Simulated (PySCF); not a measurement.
Gas-phase XPS of `[CH3+]`, computed

Compound: CH₃ (charge +1).
Cartesian coordinates in Å at the PBE0-D3(BJ)/def2-SVP level; atoms count from 1:
```xyz
4
CH3 angstrom
C      0.005    0.002   -0.011
H      1.056   -0.325    0.077
H     -0.803   -0.747   -0.069
H     -0.237    1.079   -0.042
```

Level of theory: delta-SCF UKS SCAN, pcX-2 on the ionised atom, pcseg-1 elsewhere, spin-free X2C in PySCF. These are vertical core ionisation energies against the vacuum level, from separate self-consistent calculations with and without the core hole.

Problem. List the computed XPS lines with their assignment.

Solution. 
| atom(s) | environment | level | binding energy (eV) | count |
| --- | --- | --- | --- | --- |
| C1 | formal carbocation centre | C 1s | 305.76 | 1 |

Problem. Express the binding energy of C 1s of C1 in atomic units and per mole.

Solution. 305.76 eV = 11.2365 Eh = 29501 kJ/mol.

The species carries charge +1, so core ionisation leaves charge +2. Isolated species at its PBE0-D3(BJ)/def2-SVP geometry, gas phase.

Hardware: Arm Neoverse V1, one thread, on a shared host. Cost: 0.8 s wall.
